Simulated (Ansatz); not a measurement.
`BN[SiH3]`, 9 atoms. Total charge 0; spin multiplicity 1. All runs use 4 threads of an Arm Neoverse V2 on a shared host. Correlated methods freeze the cores. Open-shell runs search over several starts.

Question: How many basis functions does each run have, and how long does it take in Ansatz? RKS PBE0-D4/def2-SVP energy; RKS ωB97M-V/def2-SVP energy; UHF-CCSD(T)/def2-TZVPP energy of the cation; UKS ωB97M-V/def2-TZVPP energy of the cation; RKS PBE0-D4/def2-QZVPP energy; direct RPA on PBE orbitals/def2-TZVPP energy; RHF-CCSD(T)/def2-TZVPP energy; UKS ωB97X-V/def2-TZVPP energy of the cation; RKS B97M-V/def2-TZVPP energy; RHF-MP2/def2-QZVPP energy; RKS ωB97X-V/def2-TZVPP energy; RKS PBE0-D4/def2-TZVP relaxation (9 steps). (Best estimate.)

Answer: Computed: Other jobs shared the machine, so times are rough.

| level | job | functions | wall time | peak host memory (GiB) |
| --- | --- | --- | --- | --- |
| RKS PBE0-D4/def2-SVP | energy | 76 | 0.4 s | 0.13 |
| RKS ωB97M-V/def2-SVP | energy | 76 | 1.6 s | 0.2 |
| direct RPA on PBE orbitals/def2-TZVPP | energy | 188 | 1.8 s | 0.39 |
| RKS PBE0-D4/def2-QZVPP | energy | 364 | 2.3 s | 0.83 |
| RKS ωB97X-V/def2-TZVPP | energy | 188 | 3.1 s | 0.46 |
| RKS B97M-V/def2-TZVPP | energy | 188 | 3.7 s | 0.25 |
| RHF-MP2/def2-QZVPP | energy | 364 | 6 s | 1.5 |
| RKS PBE0-D4/def2-TZVP | relaxation (9 steps) | 135 | 9 s | 0.23 |
| RHF-CCSD(T)/def2-TZVPP | energy | 188 | 13 s | 1.9 |
| UKS ωB97X-V/def2-TZVPP | energy of the cation | 188 | 14 s | 0.73 |
| UKS ωB97M-V/def2-TZVPP | energy of the cation | 188 | 16 s | 0.78 |
| UHF-CCSD(T)/def2-TZVPP | energy of the cation | 188 | 47 s | 4.8 |
